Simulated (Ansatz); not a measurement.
## singlet CCl(+): levels of theory in one basis

```xyz
2

C     0.0000    0.0000   -0.7697
Cl    0.0000    0.0000    0.7697
```

Basis set: def2-SVP (spherical functions). Correlated methods keep 6 orbitals frozen. Charge 1, multiplicity 1.

Computed with Ansatz (development build ahead of 0.2.0); each method stands on the lowest determinant of its kind that the runs found.

| method | E − E(RHF) (eV) | <S²> of the determinant |
| --- | --- | --- |
| RHF | 0.00 | – |
| RHF-MP2 | -6.39 | – |
| UHF-MP2 | -6.36 | 0.02 |
| RHF-CCSD(T) | -7.42 | – |
| UHF-CCSD(T) | -7.42 | 0.02 |
